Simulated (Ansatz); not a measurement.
# C2H5N: the cost of one run

Program: Ansatz 0.2.0. Level of theory: the levels named in each step. These are calculated values, not measurements.

**1. The system as given**

Bond lengths: H1–N2 1.021 Å, N2–C3 1.252 Å, C3–C4 1.496 Å, C3–H5 1.088 Å, C4–H6 1.089 Å, C4–H7 1.089 Å, C4–H8 1.089 Å. Angles: H1–N2–C3 114.8°, N2–C3–C4 128.5°, N2–C3–H5 116.1°, C4–C3–H5 115.4°, C3–C4–H6 109.6°, C3–C4–H7 111.3°, C3–C4–H8 109.6°, H6–C4–H7 109.3°, H6–C4–H8 107.7°, H7–C4–H8 109.3°.

Structure file:

```xyz
8

H    -1.0925   -1.2436   -0.1735
N    -1.2092   -0.2319   -0.1032
C    -0.1430    0.4128    0.0215
C     1.2586   -0.1069    0.0808
H    -0.2437    1.4930    0.0977
H     1.8435    0.3248   -0.7305
H     1.2818   -1.1929    0.0023
H     1.7204    0.1960    1.0196
```

**2. A rough first relaxation, PBE-D4/def2-SVP**

Input file input.yaml:

```yaml
crystal:
  periodic: [false, false, false]
  atoms:
    - { symbol: H, position_ang: [-1.09251, -1.24363, -0.17346] }
    - { symbol: "N", position_ang: [-1.20919, -0.23192, -0.10325] }
    - { symbol: C, position_ang: [-0.14298, 0.4128, 0.02152] }
    - { symbol: C, position_ang: [1.2586, -0.10687, 0.08079] }
    - { symbol: H, position_ang: [-0.24368, 1.49301, 0.09771] }
    - { symbol: H, position_ang: [1.84352, 0.32483, -0.7305] }
    - { symbol: H, position_ang: [1.28183, -1.19286, 0.0023] }
    - { symbol: H, position_ang: [1.72035, 0.19601, 1.01964] }
basis:
  gaussian: { orbitals: def2-SVP }
hamiltonian:
  xc: pbe
  dispersion: d4
relax:
  f_tol: 0.03
  max_steps: 200
```

Launch:

```bash
ansatz run input.yaml --threads 2 --pin off --max-ram 5120MiB --backend cpu --events-out ev --progress --plain --runs-dir out
```

Q: Estimate wall time and peak memory on 2 threads of AMD EPYC (Zen 3), shared host.

About 9.7 s, with a peak of 0.13 GiB.
